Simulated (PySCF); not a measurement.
A search over the determinants of Al2

Unrestricted PBE0; PySCF, no relativity, basis sets Al def2-TZVP. Outer shells of the fragments: Al 3s2 3p1; Al 3s2 3p1.

Followed along the bond (rough minima from three points):

```tsv
2Ms+1	unpaired	⟨S²⟩ at the start	R at minimum (Å)	Te (eV)
3	σ ↑, π ↑	2.01	2.74	0.00
3	π ↑↑	2.01	2.48	0.04
1	σ ↓, π ↑	1.03	2.73	0.10
1	π ↑↓	1.01	2.49	0.20
1	none	0.00	2.54	0.80
```

Solutions found at the starting distance of 2.390 Å, counted from the lowest of them; the search is not exhaustive and high or unbound solutions are not listed, so other states can lie among these:

```json
{"2Ms+1": "3", "unpaired": "π ↑↑", "term": "³Σ⁻", "E (eV)": "0.00", "⟨S²⟩": "2.01", "⟨Lz²⟩": "0.00"}
{"2Ms+1": "1", "unpaired": "π ↑↓", "term": "mixed", "E (eV)": "0.16", "⟨S²⟩": "1.01", "⟨Lz²⟩": "2.03"}
{"2Ms+1": "3", "unpaired": "σ ↑, π ↑", "term": "³Π", "E (eV)": "0.25", "⟨S²⟩": "2.01", "⟨Lz²⟩": "1.01"}
{"2Ms+1": "1", "unpaired": "σ ↓, π ↑", "term": "mixed", "E (eV)": "0.34", "⟨S²⟩": "1.03", "⟨Lz²⟩": "1.01"}
{"2Ms+1": "1", "unpaired": "none", "term": "mixed", "E (eV)": "0.80", "⟨S²⟩": "0.00", "⟨Lz²⟩": "2.00"}
{"2Ms+1": "3", "unpaired": "σ ↑↑, π ↑↓", "term": "mixed", "E (eV)": "2.07", "⟨S²⟩": "3.01", "⟨Lz²⟩": "2.03"}
{"2Ms+1": "3", "unpaired": "π ↑↑", "term": "mixed", "E (eV)": "2.30", "⟨S²⟩": "2.02", "⟨Lz²⟩": "2.02"}
{"2Ms+1": "1", "unpaired": "σ ↓↓, π ↑↑", "term": "mixed", "E (eV)": "2.37", "⟨S²⟩": "2.01", "⟨Lz²⟩": "0.00"}
{"2Ms+1": "3", "unpaired": "σ ↑, π ↑", "term": "³Π", "E (eV)": "2.87", "⟨S²⟩": "2.03", "⟨Lz²⟩": "1.01"}
{"2Ms+1": "1", "unpaired": "σ ↓, π ↑", "term": "mixed", "E (eV)": "3.19", "⟨S²⟩": "1.05", "⟨Lz²⟩": "1.01"}
```

A term symbol is given only where ⟨S²⟩ and ⟨Lz²⟩ are close to those of a pure state; the other rows mix spins, or terms through real π, δ and φ orbitals, and g/u labels are left off.

Q: Compare the gap between the two lowest followed solutions at the starting distance with the gap between their minima.

A: At PBE0 the second solution (triplet, unpaired electrons π ↑↑) lies -0.25 eV from the first (triplet, unpaired electrons σ ↑, π ↑) at 2.390 Å and +0.04 eV at the minima; the two curves relax by different amounts, since their minima lie near 2.48 and 2.74 Å. A gap this small is a tie at this level.

Counting both spins, an empty level lies below a filled one in some of these solutions, because spin and occupation are held.
